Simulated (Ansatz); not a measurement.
Tuning the range parameter of LC-ωPBE so that −HOMO meets the ionisation energy; basis def2-TZVP, Ansatz. System: Si(NH2)2H2 (SiN₂H₆). Total charge 0; singlet. Geometry: PBE-D4/def2-TZVP. The ionised state is a doublet.

Geometry of the singlet:

```xyz
9

Si   -0.249    0.066    0.486
N     0.768   -1.254    0.038
H     0.525   -1.853   -0.745
H     1.277   -1.762    0.755
N    -0.343    1.143   -0.858
H     0.491    1.591   -1.227
H    -1.166    1.725   -0.979
H     0.390    0.575    1.747
H    -1.692   -0.231    0.784
```

```csv
ω (1/bohr),HOMO (eV),LUMO (eV),vertical IE (eV),HOMO + IE (eV)
0.1,-7.30,1.53,9.04,1.74
0.15,-7.94,2.03,9.14,1.19
0.2,-8.50,2.39,9.28,0.77
0.3,-9.40,2.83,9.62,0.22
```

(1) Where does the tuning condition hold?

Results:

(1) Not within the range that was run.
